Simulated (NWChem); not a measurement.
Program: NWChem. System: CS, charge 0, spin multiplicity 1, at a geometry optimised with B3LYP/def2-SVP. The structure started from a generated list of species. Level: CCSD linear response/6-31G* (spherical d), 6 core orbitals frozen.

Input file:

```
start mol
memory heap 100 mb stack 700 mb global 1900 mb
geometry units angstroms nocenter noautoz
  C      0.000000     0.000000     1.119212
  S      0.000000     0.000000    -0.419705
  symmetry group C2v
end
basis spherical
  * library 6-31g*
end
scf
  rhf
  nopen 0
  maxiter 100
  thresh 1e-7
  semidirect memsize 60000000 filesize 0
end
tce
  freeze core 6
  ccsd
  thresh 1e-6
  tilesize 24
end
set tce:lineresp T
set tce:afreq 0.0773
set tce:respaxis T T T
task tce energy
```

Output (cleaned and shortened):

```
             Northwest Computational Chemistry Package (NWChem) 7.3.0
             --------------------------------------------------------

                                NWChem Input Module
                                -------------------

 Scaling coordinates for geometry "geometry" by  1.889725989
 (inverse scale =  0.529177249)

 Turning off AUTOSYM since
 SYMMETRY directive was detected!

                             Geometry "geometry" -> ""
                             -------------------------

 Output coordinates in angstroms (scale by  1.889725989 to convert to a.u.)

  No.       Tag          Charge          X              Y              Z
 ---- ---------------- ---------- -------------- -------------- --------------
    1 C                    6.0000     0.00000000     0.00000000     1.11921200
    2 S                   16.0000     0.00000000     0.00000000    -0.41970500

 Effective nuclear repulsion energy (a.u.)      33.0108874643

            Nuclear Dipole moment (a.u.)
            ----------------------------
        X                 Y               Z
 ---------------- ---------------- ----------------
     0.0000000000     0.0000000000    -0.0000151178

      Symmetry information
      --------------------

 Group name             C2v
 Group number             16
 Group order               4
 No. of unique centers     2

      Symmetry unique atoms

     1    2


 Summary of "ao basis" -> "" (spherical)
 ------------------------------------------------------------------------------
       Tag                 Description            Shells   Functions and Types
 ---------------- ------------------------------  ------  ---------------------
 *                           6-31g*                   on all atoms

 Summary of "ao basis" -> "ao basis" (spherical)
 ------------------------------------------------------------------------------
       Tag                 Description            Shells   Functions and Types
 ---------------- ------------------------------  ------  ---------------------
 C                           6-31g*                  6       14   3s2p1d
[...]
 Iter          Residuum            Cpu    Wall
 ---------------------------------------------
    1          1.0286410042776     0.1     0.1
    2          1.3966881136086     0.1     0.1
    3          0.6793235667223     0.1     0.1
    4          0.4629055815184     0.1     0.1
    5          0.2841935367084     0.1     0.1
    6          0.0690398752219     0.1     0.1
    7          0.0367180047017     0.1     0.1
    8          0.0213032272990     0.1     0.1
    9          0.0142311318469     0.1     0.1
   10          0.0092412414886     0.1     0.1
   11          0.0009732440295     0.1     0.1
   12          0.0006718990904     0.1     0.1
   13          0.0003642751979     0.1     0.1
   14          0.0002545824677     0.1     0.1
   15          0.0001661343805     0.1     0.1
   16          0.0000404206425     0.1     0.1
   17          0.0000221955777     0.1     0.1
   18          0.0000134939389     0.1     0.1
   19          0.0000093525257     0.1     0.1
   20          0.0000064607227     0.1     0.1
   21          0.0000010382730     0.1     0.1
   22          0.0000005651043     0.1     0.1
 ---------------------------------------------
 Iterations converged

 Frequency =      -0.0773000 / au

 CCSD-LR iterations
 ---------------------------------------------
 Iter          Residuum            Cpu    Wall
 ---------------------------------------------
    1          1.0286410042776     0.1     0.1
    2          1.6949767630549     0.1     0.1
    3          0.6408704819952     0.1     0.1
    4          0.5993153439394     0.1     0.1
    5          0.3605908543858     0.1     0.1
    6          0.0335050177858     0.1     0.1
    7          0.0121358888022     0.1     0.1
    8          0.0051408782648     0.1     0.1
    9          0.0028199607462     0.1     0.1
   10          0.0012448639061     0.1     0.1
   11          0.0002121338717     0.1     0.1
   12          0.0001255694715     0.1     0.1
   13          0.0000499794213     0.1     0.1
   14          0.0000369946036     0.1     0.1
   15          0.0000223813952     0.1     0.1
   16          0.0000043907618     0.1     0.1
   17          0.0000013641515     0.1     0.1
   18          0.0000006406561     0.1     0.1
 ---------------------------------------------
 Iterations converged

 CCSD-LR dipole moments / hartree & Debye
 --------------------------------
 X       0.0000000      0.0000000
 Y      -0.0000000     -0.0000000
 Z       0.7183019      1.8257550
 --------------------------------

 CCSD Linear Response polarizability / au
 Frequency  =       0.0773000 / au
 Wavelength =     589.4353558 / nm
 -------------------------------------------------------|-----------------------------------------------
                     atomic units (bohr^3)              |                   angstroms^3
                  X              Y              Z       |             X              Y              Z
 -------------------------------------------------------|-----------------------------------------------
 X           13.9238831     -0.0000000     -0.0000000   |      2.0633070     -0.0000000     -0.0000000
 Y           -0.0000000     13.9238831     -0.0000000   |     -0.0000000      2.0633070     -0.0000000
 Z           -0.0000000     -0.0000000     34.4233710   |     -0.0000000     -0.0000000      5.1010184
 -------------------------------------------------------|-----------------------------------------------
 Eigs =      13.9238831     13.9238831     34.4233710   |      2.0633070      2.0633070      5.1010184
 Isotropic   =              20.7570457                  |                     3.0758775
 Anisotropic =              20.4994879                  |                     3.0377114
 -------------------------------------------------------|-----------------------------------------------

 Task  times  cpu:       20.5s     wall:       20.5s

 Total times  cpu:       20.5s     wall:       20.5s
```
